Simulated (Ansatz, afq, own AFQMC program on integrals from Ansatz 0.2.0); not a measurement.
Two steps: Ansatz 0.2.0 writes the Fock matrix and Cholesky factors of the valence space, and afq projects on them the lowest state that overlaps trial and start.

```yaml
crystal:
  periodic: [false, false, false]
  atoms:
    - {symbol: O, position_ang: [0.000000, -0.040700, 0.000000]}
    - {symbol: H, position_ang: [0.000000, 0.323022, 0.907074]}
    - {symbol: H, position_ang: [0.000000, 0.323022, -0.907074]}
basis:
  gaussian: {orbitals: aug-cc-pVDZ}
total_charge: -1
magnetization: {spin_polarized: false, initial_magnetization: 1}
correlation: {method: ccsd_t, electrons: outside_noble_gas, hamiltonian_folder: ham}
```

```sh
$ ansatz run in.yaml --threads 1 --pin off --events-out ev --progress --plain --max-ram 1382MiB
```

afq runs on the folder ham with

```
--method phaseless --trial cisd --walkers 60 --populations 1 --least-time 40 --time-step 0.005 --steps-per-block 50 --equilibration-blocks 28 --max-blocks 300 --target-error 0.00036 --factor-cut 1e-05 --start spin_pure --seed 5474 --release-times 0.24,0.51,0.99,1.62,2.4 --release-step 0.03 --release-every 4 --taylor-order 6
```

Times are imaginary, in 1/Eh. The walk had a cap of 1356 s.

afq prints:

```
orbitals 40  electrons 5 4  factors 297 of 385
reference energy -75.98281615 Eh
CCSD correlation -0.23575074 Eh in 10 cycles, weight of the determinant in the CISD state 0.9256
energy of the start -76.218567 Eh
 block  time / (1/Eh)  mean weight  energy / Eh
     1     0.250  0.9989  -76.216945
     2     0.500  1.0011  -76.218245
     3     0.750  0.9997  -76.224516
     4     1.000  0.9992  -76.224356
     5     1.250  0.9978  -76.222598
     7     1.750  0.9996  -76.219423
     9     2.250  1.0020  -76.228514
    17     4.250  0.9982  -76.224193
    33     8.250  1.0009  -76.231218
    49    12.250  1.0008  -76.257985
    65    16.250  1.0020  -76.228153
    81    20.250  1.0011  -76.226209
    97    24.250  0.9981  -76.226661
   113    28.250  1.0005  -76.229117
   129    32.250  0.9995  -76.230404
   145    36.250  1.0018  -76.222191
   161    40.250  1.0000  -76.226263
   177    44.250  1.0032  -76.224560
   193    48.250  1.0032  -76.234745
   209    52.250  0.9980  -76.227592
   225    56.250  1.0018  -76.226779
   241    60.250  1.0032  -76.222860
   257    64.250  1.0016  -76.229007
   273    68.250  0.9977  -76.222979
   289    72.250  0.9988  -76.228899
   297    74.250  0.9994  -76.218822
   305    76.250  1.0038  -76.237867
   321    80.250  0.9988  -76.227056
blocks merged  error / Eh  count
     1  0.000310  300
     2  0.000359  150
     4  0.000405  75
     8  0.000431  37
    16  0.000464  18
    32  0.000382  9
released: time / (1/Eh)  energy / Eh  error  mean overlap
  0.24  -76.225603  0.000390  1.0018
  0.51  -76.225730  0.000367  1.0073
  0.99  -76.225596  0.000405  1.0082
  1.62  -76.225695  0.000456  1.0139
  2.40  -76.225486  0.000641  1.0213
energy -76.226424 +/- 0.000464 Eh
(rows thinned)
```

The run passed its tests (sampling time, drift between the halves within three errors, error under three times the target), which doesn't prove that it has relaxed. The second half of the sampling lies below the first by 1.6 errors of their difference, so the energy may still be moving and its error bar be too small.

Against this walk (error 12.6 meV) on the same determinant: CCSD(T) 41.8 meV higher, CCSDT(Q) 19.4 meV higher (within the noise). The error is statistical and leaves out the bias of the constraint. Released to 2.40 1/Eh the energy moves by 26 ± 22 meV (both errors), within twice the noise.

Cautions: constraint bias not in the error; error above the target (12.6 against 9.8 meV).

The walk took 15 min on 1 thread of Arm Neoverse N1, on a shared host. The log's last line is the phaseless energy.

CCSDT and higher add their correlation energy to the determinant of the CCSD(T) run, since their own runs factorise the integrals more tightly (a shift of under 2 meV). A walk keeps the symmetry of its determinant, which the program's search chose and which needn't be the lowest solution, so a lower state of the same spin and another symmetry isn't excluded.
